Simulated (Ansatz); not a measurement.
`C=C(F)CS` → `[CH2]` (triplet) + `C=C(F)S` at 600 K and 1 bar (formal loss of a carbene).

Computed with Ansatz on PBE0-D4/def2-TZVP structures; ΔE is electronic, products minus reactants. CCSD(T)/CBS is the MP2 limit (def2-TZVPP, def2-QZVPP) plus CCSD(T) − MP2 in def2-TZVPP, frozen cores. This one scheme is used for every species. Triplets are unrestricted, without spin–orbit coupling. Each species was taken in one conformer, which may not be the lowest.

| species | CCSD(T)/CBS energy (Eh) | H − E (kJ/mol) | S (J/(mol·K)) |
| --- | --- | --- | --- |
| `C=C(F)CS` | -614.70294 | 244.8 | 406.4 |
| `[CH2]` (triplet) | -39.09499 | 66.5 | 220.8 |
| `C=C(F)S` | -575.43615 | 157.0 | 355.5 |

H − E and S are ideal-gas, rigid-rotor, harmonic terms from PBE0-D4/def2-TZVP, for one conformer and one mirror image of each species, with the whole ground term of open shells counted as degenerate. 1 Eh = 2625.50 kJ/mol, R = 8.31446 J/(mol·K).

**Question.** By hand: ΔE, ΔH, ΔS and ΔG.

**Answer.** ΔE = (-39.09499) + (-575.43615) − (-614.70294) = 0.17180 Eh = 451.1 kJ/mol. Δ(H − E) = 66.5 + 157.0 − 244.8 = -21.3, so ΔH = 429.8 kJ/mol. ΔS = 220.8 + 355.5 − 406.4 = 169.9 J/(mol·K). ΔG = 429.8 − 600 × (169.9)/1000 = 327.9 kJ/mol.

**Question.** By hand: the equilibrium constant, and the temperature at which ΔG would vanish if ΔH and ΔS stayed fixed.

**Answer.** log₁₀ K = −ΔG/(RT ln 10) = -28.5. ΔG = 0 at ΔH/ΔS = 2530 K, far beyond where these terms or the molecules hold.

The number of gas molecules changes by +1, which sets the sign of ΔS. A doubt of 5 kJ/mol in ΔE shifts log₁₀ K by 0.4 here. Other conformers and mirror images would add mixing entropy, several J/(mol·K) or more a flexible species. A triplet takes part, so the spin changes. These are equilibria of isolated gas molecules and say nothing of rates. Largest T1 diagnostic: 0.012 (customary marks: 0.02 for closed shells, 0.045 for open ones).
